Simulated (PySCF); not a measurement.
Reaction (SMILES): S (H2S) + H+ → [SH3+]
B3LYP-D3(BJ)/def2-TZVP geometries, fixed; electronic energies without zero-point terms; positive where energy is released.
Largest species:
```
S
H 1 1.3577
H 1 1.3577 2 94.35
H 1 1.3577 2 94.35 3 -94.71
```
Charge +1, spin multiplicity 1.

Basis-set convergence of the proton affinity at B3LYP with PySCF. All functions are spherical. Density fitting with generated auxiliary sets. No added dispersion term, no relativity. Functions are those of the species that has most. Reference: the value in aug-pcseg-3, 175.23 kcal/mol, itself unsure by roughly 0.05 kcal/mol (its mean distance from aug-cc-pV(Q+d)Z, def2-QZVPPD, pcseg-3). Deviations are taken from unrounded values.

```
basis        functions  proton affinity (kcal/mol)  minus reference (kcal/mol)
-----------  ---------  --------------------------  --------------------------
def2-SVP            33                      176.32                        1.09
pcseg-1             33                      173.13                       -2.11
def2-SVPD           51                      173.19                       -2.04
def2-TZVP           55                      175.40                        0.16
def2-TZVPD          73                      174.86                       -0.38
pcseg-2             76                      175.04                       -0.20
def2-TZVPP          84                      175.57                        0.34
def2-TZVPPD        102                      175.06                       -0.18
def2-QZVPP         160                      175.29                        0.06
pcseg-3            163                      175.26                        0.03
def2-QZVPPD        178                      175.17                       -0.07
```

The smallest set listed that lies within 0.5 kcal/mol of the reference with all its larger relatives (same family, alike in diffuse functions; a set with none counts only in the reference's own line) is def2-TZVP (55 functions, 0.16 kcal/mol off).
